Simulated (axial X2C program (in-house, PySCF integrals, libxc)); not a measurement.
## Levels of BF⁻ by electron attachment to BF (EOM-EA-CCSD)

Computed with an axial X2C code built on PySCF integrals: two-component X2C with atomic mean-field Coulomb and Gaunt terms, Gaussian nuclei, basis F dyall-av3z, B dyall-av3z with contracted cores.

R = 1.263 Å (near the PBE0 minimum at charge 0 of the determinant lowest at the starting distance; the state shown can have its own minimum elsewhere).

Hartree–Fock spinors of BF (one of each Kramers pair; a window near the gap, which can cut inner shells):

```
  ω  occupied  ε (eV)                  character
1/2       yes  -23.25    81% F p, 6% B s, 5% B p
1/2       yes  -20.30    83% F p, 8% B p, 5% B d
3/2       yes  -20.25    83% F p, 8% B p, 5% B d
1/2       yes  -11.02  52% B s, 28% B p, 11% F p
1/2        no    0.79            95% B p, 4% F p
3/2        no    0.79            95% B p, 4% F p
1/2        no    0.90            95% B p, 3% B s
1/2        no    1.43    89% B s, 6% B p, 3% F p
1/2        no    2.43   78% B p, 10% F p, 8% B d
3/2        no    2.43   78% B p, 10% F p, 8% B d
```

Levels of BF⁻ obtained by attaching an electron to BF:

```tsv
Ω	binding energy (eV)	above lowest (cm⁻¹)	attached spinor	one-particle weight
1/2	-0.671	0	92% B pπ, 6% F pπ	0.99
3/2	-0.671	0	92% B pπ, 6% F pπ	0.99
1/2	-0.839	1357	91% B pσ	1.00
1/2	-1.285	4952	86% B sσ, 9% B pσ	0.99
3/2	-1.785	8988	81% B pπ, 7% F pπ, 6% B dπ	0.95
1/2	-1.786	8999	81% B pπ, 7% F pπ, 6% B dπ	0.95
1/2	-3.369	21764	44% B pσ, 35% F pσ, 10% B sσ	0.99
```

Negative binding energies belong to unbound states, resonances or levels that the basis set holds; within some tenths of an eV of zero the sign is not settled.

This point took 12 s on 1 thread of Intel(R) Xeon(R) Processor @ 2.30GHz, on a shared host.

Reference electrons by ω block (each with its −ω partner): 1/2: 6, 3/2: 1. 10 electrons of BF correlated (inner shells frozen), 92 natural virtual spinors (a truncated set); levels can be off by some tenths of an eV. Roots sought by Ω: (1/2: 5, 3/2: 4, 5/2: 2, 7/2: 1); rows need 60 % one-particle weight and stop where some Ω has no more roots. Missing are any skipped roots, higher Ω and states of a further excitation; these come out far too high here and may in truth be low or lowest. T1 of the reference 0.017 (Lee–Taylor). Number of frozen shells: F 1 s; B 1 s.
